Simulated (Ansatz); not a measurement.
Zinc-blende InP, treated with PBE in Ansatz (plane waves, PAW).

The same calculation (at the measured cell, 25.270 Å³/atom) with different numerical settings:

```json
[
 {"run": "1", "k mesh": "4×4×4", "TO(Γ) frequency (cm⁻¹)": "303.2", "rough time": "10 core-s"},
 {"run": "2", "k mesh": "6×6×6", "TO(Γ) frequency (cm⁻¹)": "302.0", "rough time": "20 core-s"},
 {"run": "3", "k mesh": "8×8×8", "TO(Γ) frequency (cm⁻¹)": "301.8", "rough time": "40 core-s"},
 {"run": "4", "k mesh": "12×12×12", "TO(Γ) frequency (cm⁻¹)": "301.7", "rough time": "2 core-min"},
 {"run": "5", "k mesh": "16×16×16", "TO(Γ) frequency (cm⁻¹)": "301.7", "rough time": "4 core-min"},
 {"run": "6", "k mesh": "20×20×20", "TO(Γ) frequency (cm⁻¹)": "301.7", "rough time": "9 core-min"}
]
```

In the column zone-centre TO phonon frequency the first row differs from the last by +1.5 and the next to last by 0.0.

The last row is no converged limit: other settings stay fixed.

Ansatz is a first-principles code.
